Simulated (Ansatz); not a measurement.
```xyz
12

C     0.0000    0.0000    0.0000
C     0.0000    0.0000    1.3350
C     0.0000    1.2287   -0.8604
C     0.0000   -1.2287    2.1954
H     0.0000   -0.9668   -0.5033
H     0.0000    0.9668    1.8383
H     0.0000    2.1161   -0.2274
H     0.8898    1.2321   -1.4899
H    -0.8898    1.2321   -1.4899
H     0.0000   -2.1161    1.5624
H     0.8898   -1.2321    2.8249
H    -0.8898   -1.2321    2.8249
```

RHF on singlet C4H8 was run in several spherical basis sets with Ansatz (development build ahead of 0.2.0).

Task: Rank the basis sets by the total energy that they give, lowest first, with the distance from the lowest.
A. 6-31G(d)
B. cc-pVDZ
C. def2-SVP

Result: B (0.00 eV), A (0.40 eV), C (3.34 eV).

Totals follow the description of the cores as much as that of the bonds, so this order isn't one of quality for chemistry.
